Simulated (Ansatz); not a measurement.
System (SMILES): [C]#N (C-N), doublet.
Atoms: C1, N2. Bonds: C1-N2.

Basis-set convergence of the highest harmonic wavenumber at HF with Ansatz (a first-principles code). Each level at its own minimum, finite differences of forces, unscaled; the reference is a large set that could be run, not a limit. All functions are spherical. The program fits the integrals of some runs and decomposes those of others, by size. The T1 diagnostic of CCSD is high for at least one species. An unrestricted Hartree-Fock determinant is markedly spin-contaminated. Open shells are unrestricted. No added dispersion term, no relativity. Reference: the value in aug-pcseg-3, 2031 cm⁻¹, itself unsure by roughly 5 cm⁻¹ (its mean distance from aug-cc-pVQZ, def2-QZVPPD, pcseg-3). Deviations are taken from unrounded values.

```json
[
 {"basis": "cc-pVDZ", "functions": "28", "highest harmonic wavenumber (cm⁻¹)": "1988"},
 {"basis": "aug-cc-pVDZ", "functions": "46", "highest harmonic wavenumber (cm⁻¹)": "1981"},
 {"basis": "pcseg-1", "functions": "28", "highest harmonic wavenumber (cm⁻¹)": "2046"},
 {"basis": "aug-pcseg-1", "functions": "46", "highest harmonic wavenumber (cm⁻¹)": "2046"},
 {"basis": "6-311G**", "functions": "36", "highest harmonic wavenumber (cm⁻¹)": "1997"},
 {"basis": "6-311+G**", "functions": "44", "highest harmonic wavenumber (cm⁻¹)": "1991"},
 {"basis": "cc-pVTZ", "functions": "60", "highest harmonic wavenumber (cm⁻¹)": "2014"},
 {"basis": "aug-cc-pVTZ", "functions": "92", "highest harmonic wavenumber (cm⁻¹)": "2017"},
 {"basis": "pcseg-2", "functions": "60", "highest harmonic wavenumber (cm⁻¹)": "2027"},
 {"basis": "aug-pcseg-2", "functions": "92", "highest harmonic wavenumber (cm⁻¹)": "2028"},
 {"basis": "def2-TZVPP", "functions": "62", "highest harmonic wavenumber (cm⁻¹)": "2022"},
 {"basis": "def2-TZVPPD", "functions": "74", "highest harmonic wavenumber (cm⁻¹)": "2022"},
 {"basis": "cc-pVQZ", "functions": "110", "highest harmonic wavenumber (cm⁻¹)": "2025"},
 {"basis": "aug-cc-pVQZ", "functions": "160", "highest harmonic wavenumber (cm⁻¹)": "2024"},
 {"basis": "def2-QZVPP", "functions": "114", "highest harmonic wavenumber (cm⁻¹)": "2025"},
 {"basis": "def2-QZVPPD", "functions": "126", "highest harmonic wavenumber (cm⁻¹)": "2024"},
 {"basis": "pcseg-3", "functions": "120", "highest harmonic wavenumber (cm⁻¹)": "2031"},
 {"basis": "aug-pcseg-3", "functions": "170", "highest harmonic wavenumber (cm⁻¹)": "2031"}
]
```

What the diffuse functions change, pair by pair:
- cc-pVDZ to aug-cc-pVDZ: 18 more functions, deviation -43 to -50 cm⁻¹
- pcseg-1 to aug-pcseg-1: 18 more functions, deviation 15 to 15 cm⁻¹
- 6-311G** to 6-311+G**: 8 more functions, deviation -34 to -40 cm⁻¹
- cc-pVTZ to aug-cc-pVTZ: 32 more functions, deviation -16 to -14 cm⁻¹
- pcseg-2 to aug-pcseg-2: 32 more functions, deviation -4 to -3 cm⁻¹
- def2-TZVPP to def2-TZVPPD: 12 more functions, deviation -8 to -8 cm⁻¹
- cc-pVQZ to aug-cc-pVQZ: 50 more functions, deviation -6 to -7 cm⁻¹
- def2-QZVPP to def2-QZVPPD: 12 more functions, deviation -6 to -7 cm⁻¹
- pcseg-3 to aug-pcseg-3: 50 more functions, deviation 1 to 0 cm⁻¹

Leaving out the reference's own pair, they bring the value nearer the reference by more than 5 cm⁻¹ in 0 of 8 pairs.
